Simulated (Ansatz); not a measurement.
`C=C(N)Cl` + H₂ → `C=CCl` + NH₃ at 700 K and 1 bar (hydrogenolysis of a C–N bond).

Program: Ansatz. Geometries: PBE0-D4/def2-TZVP. ΔE: electronic, gas phase. CCSD(T)/CBS adds triple-zeta CCSD(T) − MP2 to the extrapolated MP2 energy (def2 sets, frozen cores). This one scheme is used for every species. One conformer a species, not always the lowest.

```csv
species,CCSD(T)/CBS energy (Eh),H − E (kJ/mol),S (J/(mol·K))
`C=C(N)Cl`,-592.96731,213.2,374.8
H₂,-1.17544,46.8,155.3
`C=CCl`,-537.65823,153.0,322.7
NH₃,-56.50880,116.9,226.5
```

H − E and S are ideal-gas, rigid-rotor, harmonic terms from PBE0-D4/def2-TZVP, for one conformer and one mirror image of each species. The MP2-based limit puts H₂ 0.8 mEh under its directly extrapolated value; such offsets cancel only in part. 1 Eh = 2625.50 kJ/mol, R = 8.31446 J/(mol·K).

Task: By hand: ΔE, ΔH, ΔS and ΔG.

Result: ΔE = (-537.65823) + (-56.50880) − (-592.96731) − (-1.17544) = -0.02428 Eh = -63.7 kJ/mol. Δ(H − E) = 153.0 + 116.9 − 213.2 − 46.8 = 9.9, so ΔH = -53.8 kJ/mol. ΔS = 322.7 + 226.5 − 374.8 − 155.3 = 19.1 J/(mol·K). ΔG = -53.8 − 700 × (19.1)/1000 = -67.2 kJ/mol.

Task: By hand: the equilibrium constant, and the temperature at which ΔG would vanish if ΔH and ΔS stayed fixed.

Result: log₁₀ K = −ΔG/(RT ln 10) = 5.0. ΔH and −TΔS have one sign here, so there is no such temperature.

ΔH outweighs TΔS. A doubt of 5 kJ/mol in ΔE shifts log₁₀ K by 0.4 here. Other conformers and mirror images would add mixing entropy, several J/(mol·K) or more a flexible species. These are equilibria of isolated gas molecules and say nothing of rates. Largest T1 diagnostic: 0.011 (customary marks: 0.02 for closed shells, 0.045 for open ones).
